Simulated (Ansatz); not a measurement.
Relaxation of CH5BF (8 atoms, charge 0, multiplicity 2), to a largest force component of 0.03 eV/Å in at most 50 steps.

Theory: UHF/def2-SVP in Ansatz.

```xyz
8
Properties=species:S:1:pos:R:3:forces:R:3
B -0.005 -0.009 -0.160 0.02 0.01 -0.16
H 0.039 -0.071 1.031 0.02 -0.01 -0.30
F 1.125 0.053 -0.827 -0.03 -0.01 0.02
H -1.025 0.005 -0.791 0.01 0.00 -0.01
C -0.005 0.005 3.354 -0.02 0.02 0.43
H -0.603 -0.894 3.394 0.01 -0.01 0.00
H 1.074 -0.060 3.357 -0.01 0.00 0.01
H -0.488 0.972 3.339 0.01 0.00 0.01
```

Q: Where does it end, and by what steps?

A: The run converged. After 17 steps the energy has fallen by 0.151 eV; H8 moved furthest, 0.92 Å.

```csv
step,energy less start (eV),largest force component (eV/Å),accepted
0,0.0000,0.428,yes
1,-0.0343,0.499,yes
2,-0.1127,0.220,yes
3,-0.0975,1.040,no
4,-0.1289,0.086,yes
5,-0.1393,0.088,yes
6,-0.1455,0.112,yes
7,-0.1488,0.115,yes
8,-0.1497,0.122,yes
9,-0.1430,0.211,no
10,-0.1499,0.129,yes
11,-0.1507,0.085,yes
12,-0.1509,0.080,yes
13,-0.1505,0.127,no
14,-0.1510,0.050,yes
15,-0.1510,0.051,yes
16,-0.1511,0.037,yes
17,-0.1511,0.022,yes
```

```xyz
8
Properties=species:S:1:pos:R:3
B 0.011 -0.019 -1.008
H 0.056 -0.115 0.184
F 1.144 0.056 -1.665
H -1.008 0.011 -1.635
C -0.022 0.016 4.202
H -0.619 -0.883 4.257
H 1.051 -0.050 4.099
H -0.500 0.984 4.263
```

Whether the end is a true minimum wasn't checked by a vibrational analysis.

Time of the run: 17 s on 1 thread of Arm Neoverse V1, with other jobs on the host, peak memory 0.12 GiB.
